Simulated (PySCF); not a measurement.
Species: 3-fluoropropan-1-amine, C3H8FN.
Numbering: `[NH2:1][CH2:2][CH2:3][CH2:4][F:5]` (hydrogens: H6, H7 on N1; H8, H9 on C2; H10, H11 on C3; H12, H13 on C4)

Geometry (PBE0-D3(BJ)/def2-SVP, Å), atoms numbered from 1 in this order:
```xyz
13
C3H8FN angstrom
N      1.570   -0.798    0.034
C      0.843    0.269   -0.627
C     -0.390    0.665    0.175
C     -1.387   -0.462    0.301
F     -1.865   -0.803   -0.947
H      2.260   -1.209   -0.588
H      2.082   -0.439    0.838
H      0.500   -0.102   -1.606
H      1.447    1.178   -0.831
H     -0.879    1.533   -0.298
H     -0.095    0.985    1.191
H     -2.245   -0.169    0.930
H     -0.898   -1.349    0.736
```

The calculation used PySCF 2.14.0, density-fitted response routines, TDDFT B3LYP/def2-SVPD, vertical, gas phase, core orbitals frozen in the response.

Transition dipole moments from the ground state, in atomic units and in the frame of the coordinates above (overall signs are arbitrary), for the states with f of 0.002 or more among the lowest 5:

| state | E (eV) | μx | μy | μz |
| --- | --- | --- | --- | --- |
| S1 | 6.079 | 0.267 | -0.028 | 0.005 |
| S2 | 7.026 | 0.031 | 0.127 | -0.084 |
| S3 | 7.212 | -0.195 | -0.479 | 0.154 |
| S4 | 7.424 | 0.021 | -0.145 | 0.140 |
| S5 | 7.864 | 0.186 | -0.093 | -0.115 |

(1) Work out the oscillator strengths.

(2) Which bond between heavy atoms lies closest to the direction of the S3 transition dipole?

(3) What angle do the transition dipoles of S1 and S5 make?

(4) How is the summed strength of these states shared among x, y and z?

(5) What peak molar absorption coefficient would the strongest computed level give as a lone Gaussian band 0.4 eV wide at half height?

Results:

(1) f = (2/3) ΔE |μ|² with ΔE in hartree (27.2114 eV).

| state | \|μ\|² (au) | \|μ\| (D) | f |
| --- | --- | --- | --- |
| S1 | 0.072 | 0.68 | 0.011 |
| S2 | 0.024 | 0.40 | 0.004 |
| S3 | 0.291 | 1.37 | 0.051 |
| S4 | 0.041 | 0.52 | 0.007 |
| S5 | 0.057 | 0.60 | 0.011 |

(2) C3–C4, at 22° from it; next N1–C2 at 53°.

(3) |cos θ| = |μa·μb| / (|μa| |μb|) = 0.81, so θ ≈ 36° (taken between 0 and 90°, since the signs are arbitrary).

(4) (2/3) Σ ΔE μα² gives 0.024 for x, 0.049 for y and 0.012 for z, 0.085 in all.

(5) ε(max) = 2.175×10⁸ f / FWHM, with the width in cm⁻¹. S3: 2.175×10⁸ × 0.0515 / 3226 ≈ 3500 L mol⁻¹ cm⁻¹.

Cost: about 40 s of CPU time on one thread; the machine was shared, so the figure is rough.

One conformer stands for the species.

Without π bonds the low states may be Rydberg-like; a valence basis with one diffuse set may place them up to an eV too high.
